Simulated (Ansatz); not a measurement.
NP: the interaction energy of a dimer with the counterpoise correction, run with Ansatz 0.2.0, Python API.

Script `dimer_np.py`:
```python
"""Interaction energy of two NP molecules, with the counterpoise correction."""

import ansatz as az

FIRST = [
    ("P", (0.0, 0.0, -0.86)),
    ("N", (0.0, 0.0, 0.86)),
]
SECOND = [
    ("P", (-1.708, -2.4364, 1.4152)),
    ("N", (-2.8259, -1.3689, 2.1696)),
]

def energy(atoms, ghosts=()):
    molecule = az.Crystal.molecule()
    for symbol, xyz in atoms:
        molecule = molecule.atom(symbol, xyz)
    calc = (
        molecule.calculation()
        .basis(gaussian="cc-pVDZ")
        .functional("HF")  # level of theory
    )
    deck = calc.input()
    if ghosts:
        deck = deck.set(az.key.basis.gaussian.ghost_atoms, [{"symbol": s, "position_ang": list(xyz)} for s, xyz in ghosts])
    return az.Session.from_dict(deck).plan().execute().report["free_energy_ev"]

# ghost atoms carry the functions of the partner
both = energy(FIRST + SECOND)
alone = energy(FIRST) + energy(SECOND)
ghosted = energy(FIRST, SECOND) + energy(SECOND, FIRST)
print(f"dimer {both:.6f} eV")
print(f"interaction, uncorrected   {(both - alone):8.3f} eV")
print(f"interaction, counterpoise  {(both - ghosted):8.3f} eV")
print(f"basis-set superposition    {(alone - ghosted):8.3f} eV")
```

How large is the interaction at this pose, and how much of it is basis-set superposition?

Uncorrected it is 0.113 eV, with the counterpoise correction 0.161 eV; the difference, 0.05 eV, is the superposition error. In this basis both values are repulsive.

The output:

```console
$ python dimer_np.py
dimer -21500.944552 eV
interaction, uncorrected      0.113 eV
interaction, counterpoise     0.161 eV
basis-set superposition       0.049 eV
```

The settings weren't tested for convergence. The dimer is a generated trial pose of unrelaxed monomers, not a minimum, so the figure is no binding energy, and the basis set is small. Hartree-Fock leaves correlation out, so bond, atomisation and ionisation energies come out well too low. This level lacks the dispersion part of the attraction (electrostatics and induction are there), which can decide the sign where the interaction is weak. The spin state was assumed, and another may lie lower. Timing: 4.3 s on 1 thread of Arm Neoverse V1 (shared host), peak memory 0.16 GiB.

(Lines on the test bed's own set-up are left out of the output.)
